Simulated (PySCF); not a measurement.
Gas-phase reaction: 3 AlCH₃ + 4 CH₃ = 3 AlH(CH₃)₂ + C

Energies from PySCF, thermal terms from the rigid-rotor harmonic-oscillator model, ideal gas at 1 bar. † marks an energy on the PBE0/def2-TZVP geometry and frequencies; other levels use their own. MP2 and CCSD(T) freeze the core. 6-31G* has spherical d functions here. Open shells (unrestricted): CH₃ (multiplicity 2), C (multiplicity 3, electronic degeneracy 9); the rest are closed-shell singlets. Spin-orbit splitting is ignored; it lowers the true energy and changes the entropy of C. B3LYP is the form with VWN-RPA correlation. Methyl groups turn as free rotors in AlH(CH₃)₂. AlCH₃, AlH(CH₃)₂: computed as isolated molecules; such fragments, hydroxides, amides, oligomers or adducts are transient or little studied in the gas. MP2 isn't extrapolated to the basis-set limit; its ΔH°(298 K) is -413.6 kJ in def2-SVP and -434.3 kJ in def2-TZVPP. CCSD(T) isn't extrapolated to the basis-set limit; its ΔH°(298 K) is -361.7 kJ in def2-SVP and -392.4 kJ in def2-TZVPP. The harmonic model lacks anharmonicity and excited electronic states, which grow with temperature; levels with a mode under 35 cm⁻¹ are left out.

```
level                ΔE electronic, kJ  ΔH°(298 K), kJ  ΔS°(298 K), J/K  ΔG°(2500 K), kJ
-------------------  -----------------  --------------  ---------------  ---------------
B3LYP/6-31G*                      -356            -344             -411              641
CCSD(T)/def2-SVP†                 -372            -362             -408              608
CCSD(T)/def2-TZVPP†               -403            -392             -408              577
HF/6-31G*                         -298            -282             -422              745
HF/def2-TZVP†                     -296            -286             -408              684
M06-2X/def2-TZVP†                 -401            -390             -408              579
MP2/def2-SVP†                     -424            -414             -408              556
MP2/def2-TZVPP†                   -444            -434             -408              535
PBE0/def2-QZVP†                   -378            -368             -408              602
ωB97M-V/def2-TZVP†                -416            -406             -408              564
ωB97X-V/def2-TZVP†                -456            -446             -408              523
```
ΔH° is lowest at ωB97X-V/def2-TZVP† and highest at HF/6-31G*. No reference value is set beside these.
